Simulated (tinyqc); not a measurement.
A ladder of methods, and size consistency: correlation methods against full CI in the sto-3g basis, for H2O, spin multiplicity 1. Computed by the program tinyqc with PySCF. All electrons correlated; +Q is the Davidson correction (1 - c0^2) E_corr. The last columns treat two copies 100 angstrom apart as one system. FCI is the lowest singlet.

Geometry (angstrom):
```
atom,x,y,z
O,0.0000,0.0000,0.0000
H,0.0000,0.8600,0.5200
H,0.0000,-0.8120,0.4910
```

RHF energy of one = -74.951234 hartree

Correlation energies (hartree):
```
method,E_corr of one,share of FCI (%),E_corr of two at 100 angstrom,two minus twice one (mhartree)
MP2,-0.03552,70.571,-0.07104,0.000
CISD,-0.04955,98.440,-0.09655,2.547
CISD+Q,-0.05090,101.114,-0.10138,0.413
CCSD,-0.05016,99.660,-0.10033,0.000
CCSD(T),-0.05027,99.870,-0.10054,0.000
FCI,-0.05033,100.000,-,-
```

What does the comparison show, and why?

MP2 recovers 71 %, CISD 98.4 % and CCSD 99.7 % of the FCI value (c0^2 = 0.973 in CISD). MP2 and coupled cluster are size consistent, so their last column vanishes; CISD loses 2.55 mhartree, since a double excitation on each copy is a quadruple of the pair, and the Davidson correction leaves +0.41.
